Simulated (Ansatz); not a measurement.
**CH₃N (triplet): from Hartree-Fock to the top rungs, cc-pVDZ**

Aim: climb from Hartree-Fock through coupled cluster and multireference methods for CH₃N (triplet) at one geometry and basis, and see what each rung misses.

The runs use Ansatz 0.2.0, Gaussian basis; cc-pVDZ, core rule «outside noble gas», up to 2 orbitals frozen.

Plan: UHF; CCSD(T) on ROHF; CCSD(T) on UHF; BCCD(T) on ROHF; CISD; CCSDT(Q) on ROHF; CCSDT(Q) on UHF; CASSCF and MRCISD+Q, 12 electrons in 11 orbitals; CASSCF and NEVPT2, 12 electrons in 11 orbitals.

3 further runs of the same task are left out: 3 set aside as unsound or not needed.

### Step 1. The geometry

The geometry is a PBE0/def2-TZVP stationary point (not a proven minimum) of the parent state, kept for this charge and spin.

5 atoms, charge 0, spin multiplicity 3.

Atoms are counted from 1 here; the program's logs count them from 0.

Bond lengths: N1–C2 1.261 Å, N1–H5 1.021 Å, C2–H3 1.092 Å, C2–H4 1.096 Å. Angles: C2–N1–H5 111.0°, N1–C2–H3 118.8°, N1–C2–H4 124.9°, H3–C2–H4 116.2°.

Coordinates:

```xyz
5

N     0.0000   -0.1232   -0.6250
C     0.0000    0.0600    0.6223
H     0.0000   -0.8099    1.2818
H     0.0000    1.0402    1.1129
H     0.0000    0.7666   -1.1253
```

### Step 2. UHF

in.yaml reads:

```yaml
crystal:
  periodic: [false, false, false]
  atoms:
    - {symbol: N, position_ang: [0.000000, -0.123151, -0.624976]}
    - {symbol: C, position_ang: [0.000000, 0.059956, 0.622305]}
    - {symbol: H, position_ang: [0.000000, -0.809947, 1.281846]}
    - {symbol: H, position_ang: [0.000000, 1.040239, 1.112909]}
    - {symbol: H, position_ang: [0.000000, 0.766609, -1.125303]}
basis:
  gaussian: {orbitals: cc-pVDZ}
magnetization: {spin_polarized: true, initial_magnetization: 2}
hamiltonian: {xc: hf}
output: {orbitals: {seedname: orbitals}}
```

The run is started by

```bash
ansatz run in.yaml --threads 1 --pin off --events-out ev --progress --plain --max-ram 2560MiB --backend cpu
```

The runs that follow: CCSD(T) on ROHF; CCSD(T) on UHF; BCCD(T) on ROHF; CISD; CCSDT(Q) on ROHF; CCSDT(Q) on UHF; CASSCF and MRCISD+Q, 12 electrons in 11 orbitals; CASSCF and NEVPT2, 12 electrons in 11 orbitals.

**Question.** What will the summary of the whole plan be? Wanted: UCCSDT(Q) below the RHF energy; RMP2 from UCCSDT(Q); UMP2 from UCCSDT(Q); RCCSD from UCCSDT(Q); RCCSD(T) from UCCSDT(Q); UCCSD(T) from UCCSDT(Q); RCCSDT(Q) from UCCSDT(Q); NEVPT2 valence from UCCSDT(Q); MRCISD+Q valence from UCCSDT(Q).

As calculated:

| quantity | value |
| --- | --- |
| UCCSDT(Q) below the RHF energy | -8.3910 eV |
| RMP2 from UCCSDT(Q) | +99.8 kJ/mol |
| UMP2 from UCCSDT(Q) | +104.2 kJ/mol |
| RCCSD from UCCSDT(Q) | +23.5 kJ/mol |
| RCCSD(T) from UCCSDT(Q) | +3.6 kJ/mol |
| UCCSD(T) from UCCSDT(Q) | +3.6 kJ/mol |
| RCCSDT(Q) from UCCSDT(Q) | +0.1 kJ/mol |
| NEVPT2 valence from UCCSDT(Q) | +103.3 kJ/mol |
| MRCISD+Q valence from UCCSDT(Q) | +4.7 kJ/mol |
| levels within 1 kcal/mol (43 meV) | RCCSD(T), UCCSD(T), BCCD(T), RCCSDT, UCCSDT, RCCSDT(Q) |
| T1 diagnostic | 0.029 |
| effectively unpaired electrons | 2.01 |

What this shows: RCCSD(T) misses by +3.6 kJ/mol, 0.4 % of the correlation energy. One determinant dominates. Of the multireference levels listed MRCISD+Q valence comes nearest in total energy (+4.7 kJ/mol), which doesn't show that its space is the better one. These misses are within one basis, not against nature; the frozen cores of restricted and unrestricted runs differ, which can shift their rows.
